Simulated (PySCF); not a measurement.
SiF4, SMILES F[Si](F)(F)F.

Geometry optimised at ωB97X-D3(BJ)/def2-SVP. The isomer is the one that the SMILES or the coordinates give; other isomers of the formula were not compared.

All values below come from ωB97X/def2-TZVP run with PySCF.

Symmetry labels are those of the subgroup D2 that the program uses (full group Td).

Computed valence orbital energies around the gap with their symmetry:
```
orbital  symmetry  energy (eV)
-------  --------  -----------
HOMO−7          A       -16.55
HOMO−6          A       -16.55
HOMO−5         B1       -16.27
HOMO−4         B2       -16.27
HOMO−3         B3       -16.27
HOMO−2         B1       -15.31
HOMO−1         B2       -15.31
HOMO           B3       -15.31
LUMO            A         2.40
LUMO+1         B1         4.37
LUMO+2         B2         4.37
LUMO+3         B3         4.37
```
